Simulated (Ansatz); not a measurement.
# BH (quintet): from Hartree-Fock to the top rungs, def2-QZVPP

The task here is to estimate one member of a computed series from the others.

Computed with Ansatz 0.2.0, Gaussian basis. Level: def2-QZVPP, core rule «outside noble gas», up to 1 orbitals frozen.

Plan: UHF; ROHF; CCSD(T) on UHF.

5 further runs of the same task are left out: 1 that didn't finish, 4 set aside as unsound or not needed.

### What is computed

The geometry is a PBE0/def2-TZVP stationary point (not a proven minimum) of the parent state, kept for this charge and spin.

2 atoms, charge 0, spin multiplicity 5.

Atoms are counted from 1 here; the program's logs count them from 0.

Bond lengths: B1–H2 1.194 Å.

Geometry (Å):

```
B     0.00000    0.00000    0.00000
H     0.00000    0.00000    1.19400
```

The first run:

in.yaml

```yaml
crystal:
  periodic: [false, false, false]
  atoms:
    - {symbol: B, position_ang: [0.000000, 0.000000, 0.000000]}
    - {symbol: H, position_ang: [0.000000, 0.000000, 1.194000]}
basis:
  gaussian: {orbitals: "def2-QZVPP.json"}
magnetization: {spin_polarized: true, initial_magnetization: 4}
hamiltonian: {xc: hf}
output: {orbitals: {seedname: orbitals}}
```

On the command line:

```bash
$ ansatz run in.yaml --threads 1 --pin off --events-out ev --progress --plain --max-ram 2393MiB
```

Among the steps run: UHF; ROHF; CCSD(T) on UHF.

One table of the session follows, with a row left open; its other results are not shown here.

It belongs to the step «Misses and costs». 

| method | from UCCSD(T) (meV) |
| --- | --- |
| ROHF | +831.1 |
| UHF | ? |
| UMP2 | +205.9 |
| UCCSD | +11.5 |
| UCCSD(T) | 0 |

Q: Estimate the row for UHF from the others.

**Answer.** from UCCSD(T) (meV): +830.4. In the column «from UCCSD(T) (meV)» it lies between UMP2 (+205.9) and ROHF (+831.1).
